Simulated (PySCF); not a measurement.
SiF⁺: script and output

File input.py (PySCF 2.14):

```python
from pyscf import gto, dft, scf

mol = gto.M(
    atom='Si 0 0 0; F 0 0 1.482',
    basis='ano-rcc-vdzp',
    charge=1,
    spin=0,
    symmetry=True,
    verbose=4,
)
mf = dft.UKS(mol, xc='m06l')
mf = mf.sfx2c1e()
mf = mf.density_fit(auxbasis='def2-universal-jkfit')
mf = scf.addons.smearing_(mf, sigma=0.01, method='fermi')
mf.kernel()
mf.dip_moment()
print('orbital energies (hartree):', [e[max(0, n-3):n+3].round(4) for e, n in zip(mf.mo_energy, mol.nelec)])
```

```bash
$ OMP_NUM_THREADS=1 python input.py
```

The log:

```
PySCF version 2.14.0

[INPUT] verbose = 4
[INPUT] num. atoms = 2
[INPUT] num. electrons = 22
[INPUT] charge = 1
[INPUT] spin (= nelec alpha-beta = 2S) = 0
[INPUT] symmetry True subgroup None
[INPUT] Mole.unit = angstrom
[INPUT] Symbol           X                Y                Z      unit          X                Y                Z       unit  Magmom
[INPUT]  1 Si     0.000000000000   0.000000000000   0.000000000000 AA    0.000000000000   0.000000000000   0.000000000000 Bohr   0.0
[INPUT]  2 F      0.000000000000   0.000000000000   1.482000000000 AA    0.000000000000   0.000000000000   2.800574116605 Bohr   0.0

nuclear repulsion = 44.9907750174899
point group symmetry = Coov
symmetry origin: [0.         0.         1.09587683]
symmetry axis x: [1. 0. 0.]
symmetry axis y: [0. 1. 0.]
symmetry axis z: [0. 0. 1.]
num. orbitals of irrep A1 = 14
num. orbitals of irrep E1x = 7
num. orbitals of irrep E1y = 7
num. orbitals of irrep E2x = 2
num. orbitals of irrep E2y = 2
number of shells = 6
number of NR pGTOs = 139
number of NR cGTOs = 32
basis = ano-rcc-vdzp
ecp = {}

******** <class 'pyscf.scf.smearing.SmearingDFsfX2C1eSymAdaptedUKS'> ********
method = SmearingDFsfX2C1eSymAdaptedUKS
initial guess = minao
damping factor = 0
level_shift factor = 0
DIIS = <class 'pyscf.scf.diis.CDIIS'>
diis_start_cycle = 1
diis_space = 8
diis_damp = 0
SCF conv_tol = 1e-09
SCF conv_tol_grad = None
SCF max_cycles = 50
direct_scf = False
number electrons alpha = 11  beta = 11
XC library pyscf.dft.libxc version 7.0.0
    S. Lehtola, C. Steigemann, M. J.T. Oliveira, and M. A.L. Marques.,  SoftwareX 7, 1–5 (2018)
XC functionals = m06l
    Y. Zhao and D. G. Truhlar.,  J. Chem. Phys. 125, 194101 (2006)
    Y. Zhao and D. G. Truhlar.,  J. Chem. Phys. 125, 194101 (2006)
    Y. Zhao and D. G. Truhlar.,  Theor. Chem. Acc. 120, 215 (2008)
radial grids:
    Treutler-Ahlrichs [JCP 102, 346 (1995); DOI:10.1063/1.469408] (M4) radial grids

becke partition: Becke, JCP 88, 2547 (1988); DOI:10.1063/1.454033
pruning grids: <function nwchem_prune>
grids dens level: 3
symmetrized grids: True
atomic radii adjust function: <function treutler_atomic_radii_adjust>
small_rho_cutoff = 0

******** <class 'pyscf.x2c.sfx2c1e.SpinFreeX2CHelper'> ********
approx = 1e
xuncontract = 1
Freeze 0 electrons in irreps []
    22 free electrons in irreps A1 E1x E1y E2x E2y
Set gradient conv threshold to 3.16228e-05
tot grids = 33448
init E= -390.190429098647
    sigma = 0.01  Optimized mu = -0.220929609662  entropy = 0.00130285795202
    Total E(T) = -389.652786311593  Free energy = -389.652799340173  E0 = -389.652792825883
cycle= 1 E= -389.652786311593  delta_E= 0.538  |g|= 0.571  |ddm|= 1.17
    sigma = 0.01  Optimized mu = -0.50276544868  entropy = 0.00726030333181
    Total E(T) = -389.128974534589  Free energy = -389.129047137622  E0 = -389.129010836105
cycle= 2 E= -389.128974534589  delta_E= 0.524  |g|= 1.68  |ddm|= 1.21
    sigma = 0.01  Optimized mu = -0.525844325948  entropy = 0.000676643439009
    Total E(T) = -389.729131698966  Free energy = -389.729138465401  E0 = -389.729135082183
cycle= 3 E= -389.729131698966  delta_E= -0.6  |g|= 0.0413  |ddm|= 0.858
    sigma = 0.01  Optimized mu = -0.506548375031  entropy = 0.000661657769161
    Total E(T) = -389.729392538144  Free energy = -389.729399154722  E0 = -389.729395846433
cycle= 4 E= -389.729392538144  delta_E= -0.000261  |g|= 0.0134  |ddm|= 0.0353
    sigma = 0.01  Optimized mu = -0.50636657558  entropy = 0.000668745369793
    Total E(T) = -389.729427875431  Free energy = -389.729434562885  E0 = -389.729431219158
cycle= 5 E= -389.729427875431  delta_E= -3.53e-05  |g|= 0.00128  |ddm|= 0.00889
    sigma = 0.01  Optimized mu = -0.506174759217  entropy = 0.000668077144505
    Total E(T) = -389.729428190414  Free energy = -389.729434871186  E0 = -389.7294315308
cycle= 6 E= -389.729428190414  delta_E= -3.15e-07  |g|= 8.07e-05  |ddm|= 0.000763
    sigma = 0.01  Optimized mu = -0.506125721182  entropy = 0.000668071822734
    Total E(T) = -389.729428191663  Free energy = -389.729434872381  E0 = -389.729431532022
cycle= 7 E= -389.729428191663  delta_E= -1.25e-09  |g|= 2.19e-05  |ddm|= 8.02e-05
    sigma = 0.01  Optimized mu = -0.506126732274  entropy = 0.000668066954526
    Total E(T) = -389.729428191804  Free energy = -389.729434872473  E0 = -389.729431532138
cycle= 8 E= -389.729428191804  delta_E= -1.41e-10  |g|= 6.76e-06  |ddm|= 1.53e-05
    sigma = 0.01  Optimized mu = -0.506126711079  entropy = 0.000668067679896
    Total E(T) = -389.729428191794  Free energy = -389.729434872471  E0 = -389.729431532133
Extra cycle  E= -389.729428191794  delta_E= 9.55e-12  |g|= 7.71e-06  |ddm|= 3.19e-06
converged SCF energy = -389.729428191794  <S^2> = 2.6645353e-14  2S+1 = 1
Dipole moment(X, Y, Z, Debye): -0.00000,  0.00000, -0.32493
orbital energies (hartree): [array([-0.7289, -0.7289, -0.6184, -0.3869, -0.3869, -0.249 ]), array([-0.7289, -0.7289, -0.6184, -0.3869, -0.3869, -0.249 ])]
```

In short: E(SCF) = -389.729428 Eh, 8 cycles.

Hardware: Arm Neoverse V2, 1 thread, shared host. Wall time 2.8 s.

The bond length is a typed value, not an optimised one. The dipole of an ion depends on the origin. No search for the lowest solution was made.
